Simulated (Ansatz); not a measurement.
**Counterpoise correction, worked out**

The pair of H2O (SMILES O, atoms 1–3) and CH3F (SMILES CF, atoms 4–8), both closed shells, in one local arrangement (a lower one may exist), relaxed at PBE0-D4/def2-TZVP:

O1  (0.362, 0.351, -1.973)
H2  (-0.324, -0.047, -1.426)
H3  (0.507, -0.270, -2.690)
C4  (-0.060, 0.021, 1.261)
F5  (-1.009, -0.526, 0.407)
H6  (0.307, -0.767, 1.920)
H7  (-0.536, 0.811, 1.844)
H8  (0.753, 0.427, 0.658)
(Å)

Ansatz 0.2.0; basis: def2-TZVPPD; cores frozen in the correlated methods.

CCSD(T) total energies in eV:

| system | geometry | basis functions | energy |
| --- | --- | --- | --- |
| pair | pair | all | -5875.34710 |
| H2O | as in the pair | all (partner as ghosts) | -2077.34308 |
| CH3F | as in the pair | all (partner as ghosts) | -3797.85343 |
| H2O | as in the pair | its own | -2077.33490 |
| CH3F | as in the pair | its own | -3797.84197 |
| H2O | free (PBE0-D4 minimum) | its own | -2077.33568 |
| CH3F | free (PBE0-D4 minimum) | its own | -3797.83987 |

Q: Work out the interaction energy with and without the counterpoise correction, the superposition error, and the binding energy from the relaxed fragments.

A: Without correction: -5875.34710 − (-2077.33490) − (-3797.84197) = -0.17023 eV.
With correction (each fragment in the whole basis): -5875.34710 − (-2077.34308) − (-3797.85343) = -0.15059 eV = -3.47 kcal/mol.
The superposition error is the difference, 0.01964 eV, 12 % of the uncorrected value: each fragment borrows its partner's functions.
Deformation from the free shapes: 0.00078 eV for H2O and -0.00210 eV for CH3F (a small negative value is possible, since the free shapes are minima of another method).
Binding energy from relaxed fragments: -0.15059 + 0.00078 + (-0.00210) = -0.15191 eV = -3.50 kcal/mol (electronic, without zero-point energy; negative means bound). For comparison, the corrected interaction energy by CCSD(T) at an estimated basis limit (MP2 extrapolated from triple and quadruple zeta, plus CCSD(T) − MP2 in triple zeta) is -0.166 eV; triple zeta with the correction binds less.

No T1 diagnostic of these runs exceeds 0.011.

For scale, one of the runs: CCSD(T)/def2-TZVPPD, 202 basis functions, launched by `ansatz run in.yaml --threads 2 --pin off --events-out ev --progress --plain --max-ram 5222MiB`. Hardware: 2 CPU threads, shared host. Wall time 51 s; peak host memory 2.7 GiB.
